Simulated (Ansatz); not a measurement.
Input file for Ansatz (a first-principles code): U-CCSD(T)/cc-pVDZ on propyne (SMILES C#CC), a point of a bond scan (R = 0.956 Å).

Ansatz 0.2 input:
```yaml
crystal:
  periodic: [false, false, false]
  atoms:
    - {symbol: C, position_ang: [-1.21952000, -0.12580353, -0.15711415]}
    - {symbol: C, position_ang: [0.21519268, 0.02219890, 0.02772387]}
    - {symbol: C, position_ang: [1.39869570, 0.14428698, 0.18019786]}
    - {symbol: H, position_ang: [-1.44598792, -1.00663294, -0.76123089]}
    - {symbol: H, position_ang: [-1.63959773, 0.74635303, -0.66207238]}
    - {symbol: H, position_ang: [-1.72702684, -0.23618072, 0.80328101]}
    - {symbol: H, position_ang: [2.34163153, 0.24155858, 0.30167891]}
basis:
  gaussian:
    orbitals: cc-pVDZ
correlation: {method: ccsd_t, electrons: outside_noble_gas}
scf: {omitted_lower_state_checks: [cluster_reference]}
magnetization: {spin_polarized: true, initial_magnetization: 0}
```

The head of its log:

```
WARN ansatz: RAYON_NUM_THREADS=1 ignored (pool sized by the plan → 1); use --threads N
Functional definition: HF
these checks for a lower state are left out or cut short: cluster_reference
integrals: 0.05 GiB planned
569 factors; integrals over basis functions are off by at most 1.1e-3 eV
mean field: 0.11 GiB planned
mean field evaluation 1: about -3151.0696 eV, gradient 1.6e1 eV
mean field evaluation 2: about -3151.0723 eV, gradient 1.6e1 eV
mean field evaluation 4: about -3152.7688 eV, gradient 1.8e0 eV
mean field evaluation 8: about -3152.7902 eV, gradient 2.5e-3 eV
mean field evaluation 16: about -3152.5039 eV, gradient 1.7e0 eV
mean field -3152.79015424 eV, -115.8629011305 hartree, gradient 2.4e-6 eV, S^2 0.000000; 2 other end points of the search recorded, 0 dependent functions left out
3 core orbitals not correlated
reference -3152.79015424 eV, -115.8629011305 hartree; 8, 8 occupied and 51, 51 virtual orbitals, 569 factors
```

**Question.** What total energy does the run end on?

**Answer.** -116.3011 hartree (reference determinant -115.8629, T1 diagnostic 0.011).
